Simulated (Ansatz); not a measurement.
Relative stability

The two ends of one reaction step of CH7BS, singlet (PBE0-D4/def2-TZVP).

A:

B1  (-0.739, 0.045, -0.389)
C2  (0.783, 0.095, -0.866)
H3  (-1.388, -0.929, -0.703)
H4  (-1.384, 1.068, -0.483)
H5  (0.038, 0.748, 2.050)
S6  (-0.836, -0.175, 1.601)
H7  (0.810, 0.211, -1.955)
H8  (1.345, 0.939, -0.451)
H9  (1.343, -0.820, -0.639)
H10  (0.028, -1.182, 1.835)
(Å)

B:

B1  (-1.683, -0.294, 0.269)
C2  (1.552, 0.491, -0.797)
H3  (-1.464, -1.320, -0.293)
H4  (-2.059, 0.684, -0.299)
H5  (1.445, 0.879, 0.215)
S6  (-1.482, -0.138, 2.016)
H7  (0.720, 0.840, -1.410)
H8  (2.489, 0.844, -1.227)
H9  (1.553, -0.598, -0.771)
H10  (-1.072, -1.387, 2.298)
(Å)

Program: Ansatz 0.2.0. Basis: def2-TZVPP. Cores are frozen in the correlated methods. B3LYP uses VWN-RPA correlation.

**Question.** Which structure is lower at CCSD(T), and by how much? (An estimate is asked for; the value comes from the calculation.)

**Answer.** By the calculation: B, by 68.4 kJ/mol (electronic energy, against the other). By their contacts, A is CH₇BS ([CH3][BH2][SH2]) and B is a complex of BH₃S ([BH2][SH]) + CH₄.

All methods give the same order:

```
      method  E(B) − E(A) (kJ/mol)
       SPW92                 -18.2
      PBE-D4                 -49.9
     BLYP-D4                 -69.4
   r2SCAN-D4                 -58.6
      B97M-V                 -70.7
     PBE0-D4                 -52.3
    B3LYP-D4                 -69.7
  r2SCAN0-D4                 -58.4
    BHLYP-D4                 -74.2
CAM-B3LYP-D4                 -67.0
     wB97X-V                 -63.7
     wB97M-V                 -63.0
      B2PLYP                 -73.6
    PBE-QIDH                 -57.3
  RPA on PBE                 -73.3
          HF                -109.0
         MP2                 -64.3
        CCSD                 -72.5
     CCSD(T)                 -68.4
```

T1 diagnostic: at most 0.013.

Labels in which every atom is bracketed show which atoms are joined, not bond orders.

For scale, one of the runs: CCSD(T)/def2-TZVPP, 202 basis functions (an equivalent command: `ansatz run in.yaml --threads 2`). The run took 33 s on 2 CPU threads (shared host), with 2.7 GiB of host memory at its peak.
